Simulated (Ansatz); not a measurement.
Ansatz (an electronic-structure program) input (MP2/6-31G*):

Ansatz 0.2 input:
```yaml
crystal:
  periodic: [false, false, false]
  atoms:
    - {symbol: C, position_ang: [-0.07333892, 0.62108440, 0.12511202]}
    - {symbol: O, position_ang: [0.04964478, -0.69228382, -0.18453082]}
    - {symbol: H, position_ang: [-1.17755159, 0.85327864, 0.11267856]}
    - {symbol: H, position_ang: [0.62329492, -1.20666677, 0.43207005]}
    - {symbol: H, position_ang: [0.46134704, 0.96838311, 1.00345248]}
    - {symbol: H, position_ang: [0.13578494, 1.19676917, -0.82262667]}
basis:
  gaussian:
    orbitals: 6-31G*
total_charge: 1
magnetization: {spin_polarized: true, initial_magnetization: 1}
correlation: {method: mp2, electrons: outside_noble_gas}
```

From the last part of the output:

```
Functional definition: HF
integrals: 0.01 GiB planned
397 factors; integrals over basis functions are off by at most 1.6e-3 eV
mean field: 0.06 GiB planned
mean field evaluation 1: about -3115.8366 eV, gradient 3.1e1 eV
mean field evaluation 2: about -3115.8371 eV, gradient 3.1e1 eV
mean field evaluation 4: about -3119.9674 eV, gradient 3.3e0 eV
mean field evaluation 8: about -3120.5013 eV, gradient 4.3e-1 eV
mean field -3120.50510157 eV, -114.6764473283 hartree, gradient 3.1e-6 eV, S^2 0.765281; 0 other end points of the search recorded, 0 dependent functions left out
2 core orbitals not correlated
reference -3120.50510157 eV, -114.6764473283 hartree; 7, 6 occupied and 29, 30 virtual orbitals, 397 factors
second order -7.54154044 eV of doubles, -0.00000000 eV of singles
Total energy: -3128.04664201 eV, -114.9535938276 hartree
```

The dipole moment of an ion depends on the origin.
